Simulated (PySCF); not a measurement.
## How methods differ on the ionisation energy of Al

Al [Ne] 3s2 3p1 (2P) → Al⁺ [Ne] 3s2 (1S), as a difference of total energies. Computed with PySCF 2.14 in aug-cc-pVTZ-DK (6s5p3d2f, 50 functions), with the spin-free X2C one-electron Hamiltonian (Gaussian nucleus). Correlated levels: valence: [Ne] frozen. The calculations carry no spin-orbit coupling.

```tsv
method	ionisation energy (eV)
UHF	5.589
LDA	6.019
PBE0	6.079
r2SCAN	6.153
CAM-B3LYP	5.992
M06-2X	5.751
revPBE	6.069
B3LYP	6.008
MP2 (valence)	5.815
```

Problem. Estimate what PBE gives.

Solution. 6.061 eV, closest to revPBE among the rows shown.

Problem. Estimate what SCS-MP2 (valence) gives.

Solution. 5.799 eV, closest to MP2 (valence) among the rows shown.

Errors of the correlated levels include the incompleteness of this basis and the frozen core.

For comparison: 5.977 eV (measured; NIST levels, between the centres of gravity of the two terms).
